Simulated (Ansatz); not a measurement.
**FeAs2: computed properties**

Computed with Ansatz 0.2.0, DFT LDA, scalar-relativistic, plane waves, PAW.

Plane waves to 420 eV, a k mesh through Γ of 8×6×12 on the computed 6-atom cell and Gaussian smearing (0.01 eV); no spin polarisation.

The structure is relaxed at this level of theory with its symmetry kept. Whether it is the stable form of this composition wasn't checked.

```xyz
6
Lattice="5.2030 0.0000 0.0000 0.0000 5.8581 0.0000 0.0000 0.0000 2.8222" Properties=species:S:1:pos:R:3 pbc="T T T"
Fe    0.0000    0.0000    0.0000
Fe    2.6015    2.9290    1.4111
As    0.9357    2.1109    0.0000
As    4.2673    3.7472    0.0000
As    3.5372    0.8182    1.4111
As    1.6658    5.0399    1.4111
```

Problem. Formation energy from the elements' standard states (uncorrected)?

Solution. -0.408 eV/atom.

Problem. Kohn–Sham band gap?

Solution. 0.21 eV, indirect from R to (0.000, 0.000, 0.286).

Problem. Löwdin character of the top 1 eV of the valence band?

Solution. Fe 3d 75 %, As 4p 21 %.

Problem. Löwdin character of the lowest 1 eV of the conduction band?

Solution. Fe 3d 70 %, As 4p 25 % (semilocal functionals without a Hubbard U place empty 3d levels too low).

Problem. Electron masses at the edge by Cartesian direction of the standard setting (m_e; degenerate bands sorted by energy; no spin-orbit coupling)?

Solution. x: 0.77; y: 4.6; z: 1.6.

Problem. Hole masses at the edge by Cartesian direction of the standard setting (m_e; degenerate bands sorted by energy; no spin-orbit coupling)?

Solution. x: 0.42, 0.42; y: 0.61, 0.61; z: 0.97, 0.97.

Problem. Bulk modulus?

Solution. 166 GPa.

Problem. Its pressure derivative?

Solution. 4.6.

Problem. Bader charges (e)?

Solution. Fe (2 in the cell) 0.11, As (4 in the cell) -0.06.

A ferromagnetic start lost its moments in a first run, so spin was left out; other magnetic orders weren't tried.